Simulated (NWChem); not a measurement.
# nitrogen trifluoride (NF₃); SMILES FN(F)F

Results from NWChem. Structure relaxed at the PBE0/def2-SVP level. Ions are spin-unrestricted doublets at the neutral geometry; other ion states weren't tried.

For level PBE/def2-SVP:

| Property | Value |
|---|---|
| vertical ionisation energy, ΔSCF (eV) | 12.57 |
| −ε(HOMO) (eV) | 7.71 |

Problem. How do the values read with level CAM-B3LYP/def2-SVP instead?

Solution. The vertical ionisation energy, ΔSCF (eV) is 13.29 and the −ε(HOMO) (eV) is 11.31.
